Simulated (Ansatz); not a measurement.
# AlBH+ (singlet): the correlation ladder, cc-pVDZ

Aim: climb from Hartree-Fock through coupled cluster and multireference methods for AlBH+ (singlet) at one geometry and basis, and see what each rung misses.

Program: Ansatz 0.2.0, Gaussian basis. Level of theory: cc-pVDZ, core rule «outside noble gas», up to 6 orbitals frozen. These are calculated values, not measurements.

The runs, in order: UHF; CCSD(T) on RHF; CCSD(T) on UHF; BCCD(T) on RHF; CISD; CCSDT(Q) on RHF; CCSDT(Q) on UHF; CCSDTQ on RHF; CASSCF and MRCISD+Q, 6 electrons in 9 orbitals; CASSCF and NEVPT2, 6 electrons in 9 orbitals.

24 further runs of the same task are left out: 2 for a known fault of the program, 8 that didn't finish, 14 set aside as unsound or not needed. Runs told in other sessions of the task aren't counted.

**1. What is computed**

The geometry is a PBE0/def2-TZVP stationary point (not a proven minimum) of the parent state, kept for this charge and spin.

3 atoms, charge 1, spin multiplicity 1.

Atoms are counted from 1 here; the program's logs count them from 0.

Bond lengths: B1–Al2 2.120 Å, B1–H3 1.196 Å. Angles: Al2–B1–H3 167.9°.

Geometry (Å):

| atom | x (Å) | y (Å) | z (Å) |
| --- | --- | --- | --- |
| B1 | 0.0000 | -0.0920 | 0.3143 |
| Al2 | 0.0000 | -0.0334 | -1.8050 |
| H3 | 0.0000 | 0.1253 | 1.4907 |

**2. UHF**

The input, in.yaml:

```yaml
crystal:
  periodic: [false, false, false]
  atoms:
    - {symbol: B, position_ang: [0.000000, -0.091982, 0.314337]}
    - {symbol: Al, position_ang: [0.000000, -0.033351, -1.805038]}
    - {symbol: H, position_ang: [0.000000, 0.125333, 1.490702]}
basis:
  gaussian: {orbitals: cc-pVDZ}
total_charge: 1
magnetization: {spin_polarized: true, initial_magnetization: 0}
hamiltonian: {xc: hf}
output: {orbitals: {seedname: orbitals}}
```

The run is started by

```bash
$ ansatz run in.yaml --threads 1 --pin off --events-out ev --progress --plain --max-ram 2393MiB
```

After this run come: CCSD(T) on RHF; CCSD(T) on UHF; BCCD(T) on RHF; CISD; CCSDT(Q) on RHF; CCSDT(Q) on UHF; CCSDTQ on RHF; CASSCF and MRCISD+Q, 6 electrons in 9 orbitals; CASSCF and NEVPT2, 6 electrons in 9 orbitals.

Before running them: what should the planned runs give, taken together? Wanted: RCCSDTQ from the RHF energy; RMP2 from RCCSDTQ; UMP2 from RCCSDTQ; RCCSD from RCCSDTQ; RCCSD(T) from RCCSDTQ; UCCSD(T) from RCCSDTQ; RCCSDT(Q) from RCCSDTQ; UCCSDT(Q) from RCCSDTQ; NEVPT2 valence from RCCSDTQ.

**Answer**, as computed:

| quantity | value |
| --- | --- |
| RCCSDTQ from the RHF energy | -3.5269 eV |
| RMP2 from RCCSDTQ | +25.42 kcal/mol |
| UMP2 from RCCSDTQ | +26.53 kcal/mol |
| RCCSD from RCCSDTQ | +2.26 kcal/mol |
| RCCSD(T) from RCCSDTQ | +0.62 kcal/mol |
| UCCSD(T) from RCCSDTQ | +1.17 kcal/mol |
| RCCSDT(Q) from RCCSDTQ | +0.03 kcal/mol |
| UCCSDT(Q) from RCCSDTQ | +0.07 kcal/mol |
| NEVPT2 valence from RCCSDTQ | +9.82 kcal/mol |
| MRCISD+Q valence from RCCSDTQ | +0.85 kcal/mol |
| levels within 1 kcal/mol (43 meV) | RCCSD(T), BCCD(T), RCCSDT, UCCSDT, RCCSDT(Q), UCCSDT(Q), MRCISD+Q valence |
| T1 diagnostic | 0.025 |
| effectively unpaired electrons | 0.17 |

What this shows: RCCSD(T) lands +0.62 kcal/mol from the yardstick (0.8 % of the correlation energy). CCSD(T) misses by +0.62 kcal/mol on the restricted determinant and by +1.17 kcal/mol on the unrestricted one; the two need not hold the same state or core. One determinant dominates. Of the multireference levels listed MRCISD+Q valence comes nearest in total energy (+0.85 kcal/mol), which doesn't show that its space is the better one. These misses are within one basis, not against nature.
